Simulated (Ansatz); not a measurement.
A structure relaxed at PBE0-D4/def2-TZVP, charge 0, multiplicity 1:

```xyz
7

N    -1.7084   -0.2514   -0.7583
Mg   -0.0001    0.0000    0.0002
N     1.7083    0.2515    0.7584
H    -2.0452    0.1465   -1.6220
H    -2.4575   -0.8093   -0.3768
H     1.9773    0.9806    1.4016
H     2.5255   -0.3179    0.5970
```

(1) Give its formula and SMILES.

(2) Point group (tolerance 0.08 Å, 0.16 Å for H)?

(3) Summarise the bond lengths by kind.

Answers

(1) H4MgN2, `[NH2][Mg][NH2]`.

(2) D2d.

(3) 2 × Mg–N 1.886 Å; 4 × H–N 1.009 Å.

Program: Ansatz 0.2.0.
